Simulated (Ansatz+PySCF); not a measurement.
The numbers below are computed, except where a source is named.
## PySCF 2.14.0 run

```python
from pyscf import gto, scf, mp

mol = gto.M(atom="""
Li 0.000000 0.000000 -1.950990
Li 0.000000 0.000000 1.950990
""", basis='6-31g', charge=0, spin=0)
mf = scf.RHF(mol)
mf.kernel()
pt = mp.MP2(mf, frozen=None).run()
print(mf.e_tot, pt.e_corr, pt.e_tot)
```

The script is written out from the run's settings.

The run gave:

- Converged: yes
- Reference energy: -14.84906 hartree
- Correlation energy: -0.01750 hartree
- Total energy: -14.86656 hartree

Caution: large amplitudes, a single reference is doubtful; an unrestricted determinant lies well below.
